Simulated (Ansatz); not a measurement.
**Sn3Bi: computed properties**

These are results of DFT PBEsol, scalar-relativistic, plane waves, PAW in Ansatz 0.2.0, not measurements.

Cutoff 420 eV; k points 10×10×10 on the computed 4-atom cell (Γ-centred); Gaussian smearing, width 0.10 eV; no spin polarisation.

The structure is relaxed at this level of theory with its symmetry kept. Whether it is the stable form of this composition wasn't checked.

```
CELL_PARAMETERS angstrom
0.00000 3.79724 3.79724
3.79724 0.00000 3.79724
3.79724 3.79724 0.00000
ATOMIC_POSITIONS crystal
Sn 0.00000 0.00000 0.00000
Sn 0.25000 0.25000 0.25000
Sn 0.75000 0.75000 0.75000
Bi 0.50000 0.50000 0.50000
```

| Quantity | Value |
| --- | --- |
| Space group | Fm-3m (No. 225) |
| Volume per atom | 184.7 bohr³ |
| Formation energy from the elements' standard states (uncorrected) | +0.048 eV/atom |
| Kohn–Sham band gap | none (metal) |
| Density of states at the Fermi level | 2.22 states/eV per cell |
| Löwdin character within 0.5 eV of the Fermi level | Sn 5p 64 %, Bi 6p 23 %, Sn 5s 9 % |
| Bulk modulus | 56 GPa |
| Its pressure derivative | 4.5 |
| Bader charges (e) | Sn (1 in the cell) -0.02, Sn (2 in the cell) 0.04, Bi (1 in the cell) -0.06 |

Spin-orbit coupling is left out, which matters for the bands of heavy elements.